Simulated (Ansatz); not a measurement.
A calculation with Ansatz (development build ahead of 0.2.0).

```yaml
crystal:
  periodic: [false, false, false]
  atoms:
    - { symbol: Al, position_ang: [0.0, 0.0, -0.85829] }
    - { symbol: H, position_ang: [0.0, 0.0, 0.85829] }
basis:
  gaussian: { orbitals: def2-SVP }
total_charge: -1
magnetization:
  initial_magnetization: 1
hamiltonian:
  xc: hf
correlation:
  method: mp2
  frozen_orbitals: { Al: 5, H: 0 }
```

The input is written out in the form of the current development build from the run's settings. Correlation on restricted open-shell orbitals is semicanonical, with singles.

The run gave:

```yaml
Converged: yes
Reference_energy: -242.34864 hartree
Correlation_energy: -0.05467 hartree
Total_energy: -242.40331 hartree
Spin_squared_of_the_determinant: 0.750
Stability_test: minimum among restricted orbitals
Occupied_orbitals_by_symmetry_in_an_Abelian_subgroup_alpha;_beta: 5 A1 2 B1 1 B2; 5 A1 1 B1 1 B2
```

Messages of the program:
```
mean field -6594.64237641 eV, -242.3486373239 hartree, gradient 9.2e-6 eV, S^2 0.750000; 2 other ends of a descent, 0 dependent functions left out
```

Caution: no diffuse functions for an anion.
